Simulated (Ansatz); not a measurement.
Consider the formal exchange of groups at a C–F bond: `FC(F)(F)Cl` + `C=C` → `C=CC(F)(F)Cl` + H–F.

Program: Ansatz. Geometries: PBE0-D4/def2-TZVP. ΔE: electronic, gas phase. CCSD(T)/CBS adds triple-zeta CCSD(T) − MP2 to the extrapolated MP2 energy (def2 sets, frozen cores). This one scheme is used for every species. Functionals use def2-TZVPP. One conformer a species, not always the lowest.

Problem. Is it downhill or uphill in electronic energy at CCSD(T)/CBS, and by how much? (Best estimate.)

Solution. Computed: Downhill: ΔE = -0.33 eV.

Problem. What do these levels give: LDA (SPW92), BLYP-D4, r2SCAN0-D4, CCSD(T)/def2-SVP, SCS-MP2/def2-TZVPP, MP2/def2-QZVPP? (Best estimate.)

Solution. Computed: LDA (SPW92) -0.22, BLYP-D4 -0.23, r2SCAN0-D4 -0.18, CCSD(T)/def2-SVP -0.03, SCS-MP2/def2-TZVPP -0.28, MP2/def2-QZVPP -0.39 eV.

Largest T1 diagnostic among the species: 0.012.

The D4 term adds −0.09 eV with B3LYP and −0.05 eV with PBE0; it sums over pairs of atoms, weighted by their polarisabilities, and B3LYP, whose exchange is more repulsive, gets the larger term. At CCSD(T), def2-SVP lies +0.30 eV from the extrapolated value and def2-TZVPP +0.07 eV. Leaving LDA and LC-ωPBE aside and taking each functional with its dispersion term where it has one, the values, not all of them listed here, spread over 0.13 eV, from revPBE-D4 to B97M-V. LDA lies −0.05 eV from PBE without D4.

B3LYP here is the variant with VWN-RPA as its local correlation; programs differ in this.
